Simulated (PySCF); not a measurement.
Which level of theory gave which numbers?

Compound: HBO.
SMILES: `B=O`

The closed-shell ground state was solved 4 times with PySCF (density fitting, gas phase), always in the pcSseg-2 basis (86 functions), with these functionals: B97-2, KT3, PBE0 and wB97X-D. Geometry: PBE0-D3(BJ)/def2-TZVP; no solvent, vibrations or thermal averaging.

```json
{"row": "P", "total energy (Eh)": "-100.7167", "HOMO (eV)": "-12.39", "LUMO (eV)": "1.69", "dipole (D)": "2.82"}
{"row": "Q", "total energy (Eh)": "-100.6292", "HOMO (eV)": "-10.45", "LUMO (eV)": "-0.08", "dipole (D)": "2.79"}
{"row": "R", "total energy (Eh)": "-100.7133", "HOMO (eV)": "-10.12", "LUMO (eV)": "-0.10", "dipole (D)": "2.78"}
{"row": "S", "total energy (Eh)": "-102.1970", "HOMO (eV)": "-8.92", "LUMO (eV)": "-1.00", "dipole (D)": "2.63"}
```

Q: Which functional belongs to which row?

A: P = wB97X-D, Q = PBE0, R = B97-2, S = KT3. By rising HOMO–LUMO gap: KT3 (GGA) 7.92 eV; B97-2 (global hybrid, 21 % exact exchange) 10.02 eV; PBE0 (global hybrid, 25 % exact exchange) 10.37 eV; wB97X-D (range-separated hybrid) 14.08 eV. Total energies of different functionals aren't bounds to one another; each is stationary for its own functional.

Note: wB97X-D ran without an empirical dispersion term, which enters the total energy and its gradient alone.
